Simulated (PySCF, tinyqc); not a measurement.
RKS/B3LYP (VWN-RPA form) in the sto-3g basis, for CH2, spin multiplicity 1, step by step (part 1 of 2). The lowest restricted solution is unstable here: a spin-polarised one lies 0.0190 hartree lower (PySCF). Computed by tinyqc, a small Python program that keeps every step (integrals from PySCF). Settings: charge = 0, multiplicity = 1, basis = sto-3g, energy threshold = 1e-10, iteration cap = 73, orthogonalisation = symmetric, start = atomic densities, DIIS depth = 0, shift = 1.0, method = RKS, functional = b3lyp, grid = [20, 86]. Command: `OMP_NUM_THREADS=1 python tinyqc.py 25830 25831 out.jsonl` (the two numbers bound the seeds that draw the settings). One thread of a shared host (Intel(R) Xeon(R) Processor @ 2.60GHz), about 0.9 s of CPU time with the checks. Later iterations appear only in the table of the cycle.

## One-electron integrals

Geometry (angstrom):
```
atom,x,y,z
C,0.00000,0.00000,0.00000
H,0.00000,1.14700,0.67300
H,0.00000,-1.14700,0.67300
```

Basis sto-3g: exponents (1/bohr^2) and contraction coefficients of normalised primitives:
```
element,l (shell),exponent,coefficient
C,s (1),71.61684,0.15433
C,s (1),13.04510,0.53533
C,s (1),3.53051,0.44463
C,s (2),2.94125,-0.09997
C,s (2),0.68348,0.39951
C,s (2),0.22229,0.70012
C,p (3),2.94125,0.15592
C,p (3),0.68348,0.60768
C,p (3),0.22229,0.39196
H,s (1),3.42525,0.15433
H,s (1),0.62391,0.53533
H,s (1),0.16886,0.44463
```

Overlap, kinetic and nuclear-attraction integrals over the contracted functions; the nuclear repulsion is the sum of Za Zb / Rab.

nuclear repulsion = 5.0056987 hartree

overlap S:
```
,1C 1s,1C 2s,1C 2px,1C 2py,1C 2pz,2H 1s,3H 1s
1C 1s,1.00000,0.24836,0.00000,0.00000,0.00000,0.03581,0.03581
1C 2s,0.24836,1.00000,0.00000,0.00000,0.00000,0.36267,0.36267
1C 2px,0.00000,0.00000,1.00000,0.00000,0.00000,0.00000,0.00000
1C 2py,0.00000,0.00000,0.00000,1.00000,0.00000,0.32543,-0.32543
1C 2pz,0.00000,0.00000,0.00000,0.00000,1.00000,0.19094,0.19094
2H 1s,0.03581,0.36267,0.00000,0.32543,0.19094,1.00000,0.07214
3H 1s,0.03581,0.36267,0.00000,-0.32543,0.19094,0.07214,1.00000
```

kinetic energy T (hartree):
```
,1C 1s,1C 2s,1C 2px,1C 2py,1C 2pz,2H 1s,3H 1s
1C 1s,15.89112,-0.08589,0.00000,0.00000,0.00000,-0.01076,-0.01076
1C 2s,-0.08589,0.47225,0.00000,0.00000,0.00000,0.04477,0.04477
1C 2px,0.00000,0.00000,1.47773,0.00000,0.00000,0.00000,0.00000
1C 2py,0.00000,0.00000,0.00000,1.47773,0.00000,0.11891,-0.11891
1C 2pz,0.00000,0.00000,0.00000,0.00000,1.47773,0.06977,0.06977
2H 1s,-0.01076,0.04477,0.00000,0.11891,0.06977,0.76003,-0.01145
3H 1s,-0.01076,0.04477,0.00000,-0.11891,0.06977,-0.01145,0.76003
```

nuclear attraction V (hartree):
```
,1C 1s,1C 2s,1C 2px,1C 2py,1C 2pz,2H 1s,3H 1s
1C 1s,-34.44858,-4.38988,0.00000,0.00000,-0.01152,-0.64152,-0.64152
1C 2s,-4.38988,-5.97840,0.00000,0.00000,-0.12768,-1.73141,-1.73141
1C 2px,0.00000,0.00000,-5.88072,0.00000,0.00000,0.00000,0.00000
1C 2py,0.00000,0.00000,0.00000,-6.00455,0.00000,-1.42153,1.42153
1C 2pz,-0.01152,-0.12768,0.00000,0.00000,-5.92335,-0.85610,-0.85610
2H 1s,-0.64152,-1.73141,0.00000,-1.42153,-0.85610,-3.82507,-0.30995
3H 1s,-0.64152,-1.73141,0.00000,1.42153,-0.85610,-0.30995,-3.82507
```

core Hamiltonian H = T + V (hartree):
```
,1C 1s,1C 2s,1C 2px,1C 2py,1C 2pz,2H 1s,3H 1s
1C 1s,-18.55746,-4.47577,0.00000,0.00000,-0.01152,-0.65227,-0.65227
1C 2s,-4.47577,-5.50615,0.00000,0.00000,-0.12768,-1.68664,-1.68664
1C 2px,0.00000,0.00000,-4.40299,0.00000,0.00000,0.00000,0.00000
1C 2py,0.00000,0.00000,0.00000,-4.52682,0.00000,-1.30261,1.30261
1C 2pz,-0.01152,-0.12768,0.00000,0.00000,-4.44562,-0.78633,-0.78633
2H 1s,-0.65227,-1.68664,0.00000,-1.30261,-0.78633,-3.06504,-0.32140
3H 1s,-0.65227,-1.68664,0.00000,1.30261,-0.78633,-0.32140,-3.06504
```

## Two-electron integrals

Functions are numbered as in S; the eight-fold symmetry (ij|kl) = (ji|kl) = (kl|ij) leaves the list below.

Two-electron integrals (ij|kl) in chemists' order, unique and non-zero (hartree):
```
i,j,k,l,(ij|kl)
1,1,1,1,3.54195
2,1,1,1,0.57692
2,1,2,1,0.11189
2,2,1,1,0.85468
2,2,2,1,0.20528
2,2,2,2,0.62471
3,1,3,1,0.02030
3,2,3,1,0.03086
3,2,3,2,0.13800
3,3,1,1,0.85244
3,3,2,1,0.20534
3,3,2,2,0.62457
3,3,3,3,0.67283
4,1,4,1,0.02030
4,2,4,1,0.03086
4,2,4,2,0.13800
4,3,4,3,0.03627
4,4,1,1,0.85244
4,4,2,1,0.20534
4,4,2,2,0.62457
4,4,3,3,0.60030
4,4,4,4,0.67283
5,1,5,1,0.02030
5,2,5,1,0.03086
5,2,5,2,0.13800
5,3,5,3,0.03627
5,4,5,4,0.03627
5,5,1,1,0.85244
5,5,2,1,0.20534
5,5,2,2,0.62457
5,5,3,3,0.60030
5,5,4,4,0.60030
5,5,5,5,0.67283
6,1,1,1,0.08346
6,1,2,1,0.01610
6,1,2,2,0.02954
6,1,3,3,0.02944
6,1,4,1,0.00082
6,1,4,2,0.00154
6,1,4,4,0.02966
6,1,5,1,0.00048
6,1,5,2,0.00091
6,1,5,4,0.00013
6,1,5,5,0.02952
6,1,6,1,0.00237
6,2,1,1,0.22547
6,2,2,1,0.05500
6,2,2,2,0.18750
6,2,3,3,0.18279
6,2,4,1,0.00448
6,2,4,2,0.03265
6,2,4,4,0.19316
6,2,5,1,0.00263
6,2,5,2,0.01916
6,2,5,4,0.00608
6,2,5,5,0.18636
6,2,6,1,0.00827
6,2,6,2,0.07781
6,3,3,1,0.00525
6,3,3,2,0.02872
6,3,4,3,0.00616
6,3,5,3,0.00361
6,3,6,3,0.00886
6,4,1,1,0.17474
6,4,2,1,0.04314
6,4,2,2,0.15593
6,4,3,3,0.14822
6,4,4,1,0.00827
6,4,4,2,0.05352
6,4,4,4,0.16845
6,4,5,1,0.00177
6,4,5,2,0.01455
6,4,5,4,0.00826
6,4,5,5,0.15095
6,4,6,1,0.00674
6,4,6,2,0.07669
6,4,6,4,0.08308
6,5,1,1,0.10253
6,5,2,1,0.02531
6,5,2,2,0.09149
6,5,3,3,0.08697
6,5,4,1,0.00177
6,5,4,2,0.01455
6,5,4,4,0.09161
6,5,5,1,0.00629
6,5,5,2,0.03726
6,5,5,4,0.00888
6,5,5,5,0.09579
6,5,6,1,0.00396
6,5,6,2,0.04500
6,5,6,4,0.04355
6,5,6,5,0.03441
6,6,1,1,0.39440
6,6,2,1,0.09779
6,6,2,2,0.38089
6,6,3,3,0.36162
6,6,4,1,0.00918
6,6,4,2,0.09205
6,6,4,4,0.40423
6,6,5,1,0.00538
6,6,5,2,0.05401
6,6,5,4,0.02500
6,6,5,5,0.37629
6,6,6,1,0.01484
6,6,6,2,0.20894
6,6,6,4,0.22642
6,6,6,5,0.13285
6,6,6,6,0.77461
7,1,1,1,0.08346
7,1,2,1,0.01610
7,1,2,2,0.02954
7,1,3,3,0.02944
7,1,4,1,-0.00082
7,1,4,2,-0.00154
7,1,4,4,0.02966
7,1,5,1,0.00048
7,1,5,2,0.00091
7,1,5,4,-0.00013
7,1,5,5,0.02952
7,1,6,1,0.00229
7,1,6,2,0.00776
7,1,6,4,0.00584
7,1,6,5,0.00373
7,1,6,6,0.01376
7,1,7,1,0.00237
7,2,1,1,0.22547
7,2,2,1,0.05500
7,2,2,2,0.18750
7,2,3,3,0.18279
7,2,4,1,-0.00448
7,2,4,2,-0.03265
7,2,4,4,0.19316
7,2,5,1,0.00263
7,2,5,2,0.01916
7,2,5,4,-0.00608
7,2,5,5,0.18636
7,2,6,1,0.00776
7,2,6,2,0.05281
7,2,6,4,0.03822
7,2,6,5,0.02973
7,2,6,6,0.10774
7,2,7,1,0.00827
7,2,7,2,0.07781
7,3,3,1,0.00525
7,3,3,2,0.02872
7,3,4,3,-0.00616
7,3,5,3,0.00361
7,3,6,3,0.00554
7,3,7,3,0.00886
7,4,1,1,-0.17474
7,4,2,1,-0.04314
7,4,2,2,-0.15593
7,4,3,3,-0.14822
7,4,4,1,0.00827
7,4,4,2,0.05352
7,4,4,4,-0.16845
7,4,5,1,-0.00177
7,4,5,2,-0.01455
7,4,5,4,0.00826
7,4,5,5,-0.15095
7,4,6,1,-0.00584
7,4,6,2,-0.03822
7,4,6,4,-0.02311
7,4,6,5,-0.02117
7,4,6,6,-0.07473
7,4,7,1,-0.00674
7,4,7,2,-0.07669
7,4,7,4,0.08308
7,5,1,1,0.10253
7,5,2,1,0.02531
7,5,2,2,0.09149
7,5,3,3,0.08697
7,5,4,1,-0.00177
7,5,4,2,-0.01455
7,5,4,4,0.09161
7,5,5,1,0.00629
7,5,5,2,0.03726
7,5,5,4,-0.00888
7,5,5,5,0.09579
7,5,6,1,0.00373
7,5,6,2,0.02973
7,5,6,4,0.02117
7,5,6,5,0.02193
7,5,6,6,0.06385
7,5,7,1,0.00396
7,5,7,2,0.04500
7,5,7,4,-0.04355
7,5,7,5,0.03441
7,6,1,1,0.03948
7,6,2,1,0.00967
7,6,2,2,0.03428
7,6,3,3,0.03336
7,6,4,4,0.03438
7,6,5,1,0.00077
7,6,5,2,0.00605
7,6,5,5,0.03506
7,6,6,1,0.00142
7,6,6,2,0.01255
7,6,6,4,0.01083
7,6,6,5,0.00799
7,6,6,6,0.03131
7,6,7,1,0.00142
7,6,7,2,0.01255
7,6,7,4,-0.01083
7,6,7,5,0.00799
7,6,7,6,0.00257
7,7,1,1,0.39440
7,7,2,1,0.09779
7,7,2,2,0.38089
7,7,3,3,0.36162
7,7,4,1,-0.00918
7,7,4,2,-0.09205
7,7,4,4,0.40423
7,7,5,1,0.00538
7,7,5,2,0.05401
7,7,5,4,-0.02500
7,7,5,5,0.37629
7,7,6,1,0.01376
7,7,6,2,0.10774
7,7,6,4,0.07473
7,7,6,5,0.06385
7,7,6,6,0.23043
7,7,7,1,0.01484
7,7,7,2,0.20894
7,7,7,4,-0.22642
7,7,7,5,0.13285
7,7,7,6,0.03131
7,7,7,7,0.77461
```

## Orthogonalisation

S = U s U^T; symmetric (Loewdin) form X = U s^(-1/2) U^T, so that X^T S X = 1.

eigenvalues of S: 0.42516  0.50229  0.87896  1.00000  1.09623  1.42557  1.67179

X:
```
,1C 1s,1C 2s,1C 2px,1C 2py,1C 2pz,2H 1s,3H 1s
1C 1s,1.02622,-0.14419,0.00000,0.00000,-0.00764,0.02158,0.02158
1C 2s,-0.14419,1.15353,0.00000,0.00000,0.06628,-0.22298,-0.22298
1C 2px,0.00000,0.00000,1.00000,0.00000,0.00000,0.00000,0.00000
1C 2py,0.00000,0.00000,0.00000,1.10186,0.00000,-0.20212,0.20212
1C 2pz,-0.00764,0.06628,0.00000,0.00000,1.03398,-0.11478,-0.11478
2H 1s,0.02158,-0.22298,0.00000,-0.20212,-0.11478,1.13086,-0.01580
3H 1s,0.02158,-0.22298,0.00000,0.20212,-0.11478,-0.01580,1.13086
```

## Starting guess

The start is atomic minimal-basis densities projected into this basis (PySCF's MINAO start) and scaled to the electron count of each spin; this density is not idempotent, so its energy is not variational and may lie below the converged one.

D at the start:
```
,1C 1s,1C 2s,1C 2px,1C 2py,1C 2pz,2H 1s,3H 1s
1C 1s,2.14272,-0.51339,0.00000,0.00000,0.00971,-0.02116,-0.02116
1C 2s,-0.51339,2.08204,0.00000,0.00000,-0.03555,0.08527,0.08527
1C 2px,0.00000,0.00000,0.65854,0.00000,0.00000,0.00000,0.00000
1C 2py,0.00000,0.00000,0.00000,0.60042,0.00000,0.05480,-0.05480
1C 2pz,0.00971,-0.03555,0.00000,0.00000,0.63865,0.02667,0.02667
2H 1s,-0.02116,0.08527,0.00000,0.05480,0.02667,0.95812,0.02791
3H 1s,-0.02116,0.08527,0.00000,-0.05480,0.02667,0.02791,0.95812
```

## Iteration 1: exchange-correlation on the grid

Becke grid with 20 radial and 86 angular points per atom, points of zero weight dropped. rho = sum D_ij phi_i phi_j; V_xc,ij = sum w v_xc phi_i phi_j plus the gradient terms; v_xc is d(rho eps)/d rho at fixed gradient. Exact exchange is left to K.

The 8 grid points with the largest w rho, of 5154 (bohr, atomic units):
```
x,y,z,w,rho,|grad rho|^2,eps_xc,v_xc
0.88691,0.24149,-0.88691,0.09096,0.13411,0.05780,-0.36196,-0.43927
0.88691,-0.24149,-0.88691,0.09096,0.13411,0.05780,-0.36196,-0.43927
-0.88691,0.24149,-0.88691,0.09096,0.13411,0.05780,-0.36196,-0.43927
-0.88691,-0.24149,-0.88691,0.09096,0.13411,0.05780,-0.36196,-0.43927
-0.73746,0.73746,-0.73746,0.09139,0.13348,0.05663,-0.36132,-0.43869
0.73746,-0.73746,-0.73746,0.09139,0.13348,0.05663,-0.36132,-0.43869
-0.73746,-0.73746,-0.73746,0.09139,0.13348,0.05663,-0.36132,-0.43869
0.73746,0.73746,-0.73746,0.09139,0.13348,0.05663,-0.36132,-0.43869
```

electrons on the grid, sum of w rho = 8.00036

E_xc = sum of w rho eps_xc = -4.9256112 hartree

V_xc (hartree):
```
,1C 1s,1C 2s,1C 2px,1C 2py,1C 2pz,2H 1s,3H 1s
1C 1s,-1.86001,-0.26426,0.00000,0.00000,0.00005,-0.03856,-0.03856
1C 2s,-0.26426,-0.45054,0.00000,0.00000,-0.00812,-0.14133,-0.14133
1C 2px,0.00000,0.00000,-0.43977,0.00000,0.00000,0.00000,0.00000
1C 2py,0.00000,0.00000,0.00000,-0.45574,0.00000,-0.12355,0.12355
1C 2pz,0.00005,-0.00812,0.00000,0.00000,-0.44521,-0.07345,-0.07345
2H 1s,-0.03856,-0.14133,0.00000,-0.12355,-0.07345,-0.37585,-0.02485
3H 1s,-0.03856,-0.14133,0.00000,0.12355,-0.07345,-0.02485,-0.37585
```

## Iteration 1: building the Kohn-Sham matrix

J_ij = sum D_kl (ij|kl), K_ij = sum D_kl (ik|jl); F = H + J - 0.1 K + V_xc; E = tr D H + tr D J / 2 - 0.05 tr D K + E_xc + E_nn.

Coulomb J (hartree):
```
,1C 1s,1C 2s,1C 2px,1C 2py,1C 2pz,2H 1s,3H 1s
1C 1s,11.27114,2.15584,0.00000,0.00000,0.01048,0.31161,0.31161
1C 2s,2.15584,4.94361,0.00000,0.00000,0.10824,1.51339,1.51339
1C 2px,0.00000,0.00000,4.89940,0.00000,0.00000,0.00000,0.00000
1C 2py,0.00000,0.00000,0.00000,4.98535,0.00000,1.27222,-1.27222
1C 2pz,0.01048,0.10824,0.00000,0.00000,4.92892,0.76654,0.76654
2H 1s,0.31161,1.51339,0.00000,1.27222,0.76654,3.31612,0.27814
3H 1s,0.31161,1.51339,0.00000,-1.27222,0.76654,0.27814,3.31612
```

exchange K (hartree):
```
,1C 1s,1C 2s,1C 2px,1C 2py,1C 2pz,2H 1s,3H 1s
1C 1s,7.27181,1.24723,0.00000,0.00000,0.01010,0.19996,0.19996
1C 2s,1.24723,1.81204,0.00000,0.00000,0.09495,0.72289,0.72289
1C 2px,0.00000,0.00000,0.81552,0.00000,0.00000,0.00000,0.00000
1C 2py,0.00000,0.00000,0.00000,0.96342,0.00000,0.41983,-0.41983
1C 2pz,0.01010,0.09495,0.00000,0.00000,0.86599,0.26323,0.26323
2H 1s,0.19996,0.72289,0.00000,0.41983,0.26323,1.04776,0.19184
3H 1s,0.19996,0.72289,0.00000,-0.41983,0.26323,0.19184,1.04776
```

Kohn-Sham matrix F (hartree):
```
,1C 1s,1C 2s,1C 2px,1C 2py,1C 2pz,2H 1s,3H 1s
1C 1s,-9.87351,-2.70891,0.00000,0.00000,-0.00200,-0.39922,-0.39922
1C 2s,-2.70891,-1.19429,0.00000,0.00000,-0.03705,-0.38687,-0.38687
1C 2px,0.00000,0.00000,-0.02491,0.00000,0.00000,0.00000,0.00000
1C 2py,0.00000,0.00000,0.00000,-0.09355,0.00000,-0.19592,0.19592
1C 2pz,-0.00200,-0.03705,0.00000,0.00000,-0.04852,-0.11957,-0.11957
2H 1s,-0.39922,-0.38687,0.00000,-0.19592,-0.11957,-0.22955,-0.08729
3H 1s,-0.39922,-0.38687,0.00000,0.19592,-0.11957,-0.08729,-0.22955
```

total energy of this density = -38.4802085 hartree

This density is the starting one; it is not idempotent, so its energy is not variational and may lie below the converged one.

## Iteration 1: diagonalisation and new density

A level shift of 1 hartree raises the virtual space: F + shift (S - S D(s) S), with D(s) the density of one spin (D/2). Diagonalise F' = X^T F X, C = X C', fill 4 alpha and 4 beta electrons from the bottom; D = 2 C_occ C_occ^T. Each column has its largest component positive (the first on a tie).

F' = X^T F X (hartree):
```
,1,2,3,4,5,6,7
1,-9.65832,-1.47158,0.00000,0.00000,-0.02369,-0.00814,-0.00814
2,-1.47158,-0.54778,0.00000,0.00000,0.05028,-0.52565,-0.52565
3,0.00000,0.00000,0.64582,0.00000,0.00000,0.00000,0.00000
4,0.00000,0.00000,0.00000,0.72128,0.00000,-0.36012,0.36012
5,-0.02369,0.05028,0.00000,0.00000,0.67032,-0.20434,-0.20434
6,-0.00814,-0.52565,0.00000,-0.36012,-0.20434,0.44136,-0.10620
7,-0.00814,-0.52565,0.00000,0.36012,-0.20434,-0.10620,0.44136
```

orbital energies (hartree): MO1 -9.89174, MO2 -0.80039, MO3 0.11777, MO4 0.46718, MO5 0.64582, MO6 1.02433, MO7 1.15106

coefficients C:
```
,MO1,MO2,MO3,MO4,MO5,MO6,MO7
1C 1s,0.99128,-0.24192,0.00000,0.12080,0.00000,-0.13835,0.00000
1C 2s,0.03432,0.79335,0.00000,-0.55761,0.00000,0.71676,0.00000
1C 2px,0.00000,0.00000,0.00000,0.00000,1.00000,0.00000,0.00000
1C 2py,0.00000,0.00000,0.49217,0.00000,0.00000,0.00000,1.02644
1C 2pz,0.00266,0.04667,0.00000,0.70686,0.00000,0.77335,0.00000
2H 1s,-0.00391,0.24241,0.48930,0.37584,0.00000,-0.69642,-0.67739
3H 1s,-0.00391,0.24241,-0.48930,0.37584,0.00000,-0.69642,0.67739
```

D after iteration 1:
```
,1C 1s,1C 2s,1C 2px,1C 2py,1C 2pz,2H 1s,3H 1s
1C 1s,2.11152,-0.45054,0.00000,0.00000,0.15347,-0.03424,-0.03424
1C 2s,-0.45054,1.88303,0.00000,0.00000,-0.71407,-0.03478,-0.03478
1C 2px,0.00000,0.00000,0.00000,0.00000,0.00000,0.00000,0.00000
1C 2py,0.00000,0.00000,0.00000,0.48446,0.00000,0.48164,-0.48164
1C 2pz,0.15347,-0.71407,0.00000,0.00000,1.00368,0.55394,0.55394
2H 1s,-0.03424,-0.03478,0.00000,0.48164,0.55394,0.87889,-0.07878
3H 1s,-0.03424,-0.03478,0.00000,-0.48164,0.55394,-0.07878,0.87889
```

## Iteration 2: exchange-correlation on the grid

As before.

The 8 grid points with the largest w rho, of 5154 (bohr, atomic units):
```
x,y,z,w,rho,|grad rho|^2,eps_xc,v_xc
0.00000,0.00000,-1.27732,0.08841,0.22923,0.16580,-0.42272,-0.52167
0.00000,0.47803,-1.18449,0.09047,0.21725,0.15158,-0.41635,-0.51261
0.00000,-0.47803,-1.18449,0.09047,0.21725,0.15158,-0.41635,-0.51261
-0.47803,0.00000,-1.18449,0.09047,0.21018,0.14598,-0.41272,-0.50696
0.47803,0.00000,-1.18449,0.09047,0.21018,0.14598,-0.41272,-0.50696
0.00000,0.00000,-1.69154,0.18966,0.09764,0.05107,-0.33889,-0.39441
0.00000,0.63305,-1.56862,0.19404,0.09244,0.04605,-0.33390,-0.38773
0.00000,-0.63305,-1.56862,0.19404,0.09244,0.04605,-0.33390,-0.38773
```

electrons on the grid, sum of w rho = 8.00048

E_xc = sum of w rho eps_xc = -4.8863110 hartree

V_xc (hartree):
```
,1C 1s,1C 2s,1C 2px,1C 2py,1C 2pz,2H 1s,3H 1s
1C 1s,-1.85115,-0.26035,0.00000,0.00000,0.00380,-0.03790,-0.03790
1C 2s,-0.26035,-0.43681,0.00000,0.00000,0.01753,-0.14045,-0.14045
1C 2px,0.00000,0.00000,-0.39164,0.00000,0.00000,0.00000,0.00000
1C 2py,0.00000,0.00000,0.00000,-0.45276,0.00000,-0.12625,0.12625
1C 2pz,0.00380,0.01753,0.00000,0.00000,-0.45548,-0.07195,-0.07195
2H 1s,-0.03790,-0.14045,0.00000,-0.12625,-0.07195,-0.38573,-0.02474
3H 1s,-0.03790,-0.14045,0.00000,0.12625,-0.07195,-0.02474,-0.38573
```

## Iteration 2: building the Kohn-Sham matrix

As before.

Coulomb J (hartree):
```
,1C 1s,1C 2s,1C 2px,1C 2py,1C 2pz,2H 1s,3H 1s
1C 1s,11.04505,2.10920,0.00000,0.00000,-0.01158,0.30431,0.30431
1C 2s,2.10920,4.86262,0.00000,0.00000,0.01418,1.49332,1.49332
1C 2px,0.00000,0.00000,4.76350,0.00000,0.00000,0.00000,0.00000
1C 2py,0.00000,0.00000,0.00000,4.92118,0.00000,1.26469,-1.26469
1C 2pz,-0.01158,0.01418,0.00000,0.00000,4.88612,0.74586,0.74586
2H 1s,0.30431,1.49332,0.00000,1.26469,0.74586,3.32233,0.27389
3H 1s,0.30431,1.49332,0.00000,-1.26469,0.74586,0.27389,3.32233
```

exchange K (hartree):
```
,1C 1s,1C 2s,1C 2px,1C 2py,1C 2pz,2H 1s,3H 1s
1C 1s,7.19271,1.21578,0.00000,0.00000,0.00427,0.18344,0.18344
1C 2s,1.21578,1.63315,0.00000,0.00000,-0.17585,0.63682,0.63682
1C 2px,0.00000,0.00000,0.35872,0.00000,0.00000,0.00000,0.00000
1C 2py,0.00000,0.00000,0.00000,1.12118,0.00000,0.58173,-0.58173
1C 2pz,0.00427,-0.17585,0.00000,0.00000,1.24813,0.37631,0.37631
2H 1s,0.18344,0.63682,0.00000,0.58173,0.37631,1.18112,0.11210
3H 1s,0.18344,0.63682,0.00000,-0.58173,0.37631,0.11210,1.18112
```

Kohn-Sham matrix F (hartree):
```
,1C 1s,1C 2s,1C 2px,1C 2py,1C 2pz,2H 1s,3H 1s
1C 1s,-10.08283,-2.74850,0.00000,0.00000,-0.01973,-0.40420,-0.40420
1C 2s,-2.74850,-1.24366,0.00000,0.00000,-0.07839,-0.39744,-0.39744
1C 2px,0.00000,0.00000,-0.06700,0.00000,0.00000,0.00000,0.00000
1C 2py,0.00000,0.00000,0.00000,-0.17052,0.00000,-0.22235,0.22235
1C 2pz,-0.01973,-0.07839,0.00000,0.00000,-0.13979,-0.15005,-0.15005
2H 1s,-0.40420,-0.39744,0.00000,-0.22235,-0.15005,-0.24655,-0.08346
3H 1s,-0.40420,-0.39744,0.00000,0.22235,-0.15005,-0.08346,-0.24655
```

total energy of this density = -38.5579046 hartree

## Iteration 2: diagonalisation and new density

As before.

F' = X^T F X (hartree):
```
,1,2,3,4,5,6,7
1,-9.85882,-1.48888,0.00000,0.00000,-0.06506,0.00028,0.00028
2,-1.48888,-0.47498,0.00000,0.00000,0.24250,-0.40110,-0.40110
3,0.00000,0.00000,0.93300,0.00000,0.00000,0.00000,0.00000
4,0.00000,0.00000,0.00000,0.56180,0.00000,-0.57185,0.57185
5,-0.06506,0.24250,0.00000,0.00000,0.28881,-0.42913,-0.42913
6,0.00028,-0.40110,0.00000,-0.57185,-0.42913,0.39435,0.00065
7,0.00028,-0.40110,0.00000,0.57185,-0.42913,0.00065,0.39435
```

orbital energies (hartree): MO1 -10.09020, MO2 -0.58420, MO3 -0.33532, MO4 -0.16712, MO5 0.93300, MO6 1.19152, MO7 1.29082

coefficients C:
```
,MO1,MO2,MO3,MO4,MO5,MO6,MO7
1C 1s,0.99214,-0.23261,0.00000,0.13362,0.00000,-0.13641,0.00000
1C 2s,0.03204,0.77578,0.00000,-0.59344,0.00000,0.70727,0.00000
1C 2px,0.00000,0.00000,0.00000,0.00000,1.00000,0.00000,0.00000
1C 2py,0.00000,0.00000,0.52545,0.00000,0.00000,0.00000,1.00980
1C 2pz,0.00445,0.12704,0.00000,0.72467,0.00000,0.74740,0.00000
2H 1s,-0.00659,0.24388,0.46690,0.33513,0.00000,-0.71638,-0.69302
3H 1s,-0.00659,0.24388,-0.46690,0.33513,0.00000,-0.71638,0.69302
```

D after iteration 2:
```
,1C 1s,1C 2s,1C 2px,1C 2py,1C 2pz,2H 1s,3H 1s
1C 1s,2.11259,-0.45592,0.00000,0.00000,0.14339,-0.03698,-0.03698
1C 2s,-0.45592,1.91006,0.00000,0.00000,-0.66268,-0.01978,-0.01978
1C 2px,0.00000,0.00000,0.00000,0.00000,0.00000,0.00000,0.00000
1C 2py,0.00000,0.00000,0.00000,0.55220,0.00000,0.49067,-0.49067
1C 2pz,0.14339,-0.66268,0.00000,0.00000,1.08260,0.54763,0.54763
2H 1s,-0.03698,-0.01978,0.00000,0.49067,0.54763,0.77967,-0.09232
3H 1s,-0.03698,-0.01978,0.00000,-0.49067,0.54763,-0.09232,0.77967
```
